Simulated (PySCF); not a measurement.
water (H₂O), SMILES O. Atoms are numbered in the order given.

```xyz
3

O      0.0000     0.0000    -0.1180
H      0.0000    -0.7639     0.4721
H      0.0000     0.7639     0.4721
```

The structure is a stationary point at TPSSh-D3(BJ)/def2-TZVPD.

Method: PBE0/pcJ-2 (PySCF).

Isotropic couplings with Fermi-contact, spin-dipole and both spin-orbit terms, one fixed conformer, no vibrational averaging. Isotopes: 1H.

Computed spin–spin coupling constants:
```
pair   bonds apart  J (Hz)
-----  -----------  ------
H2–H3            2    -7.2
```
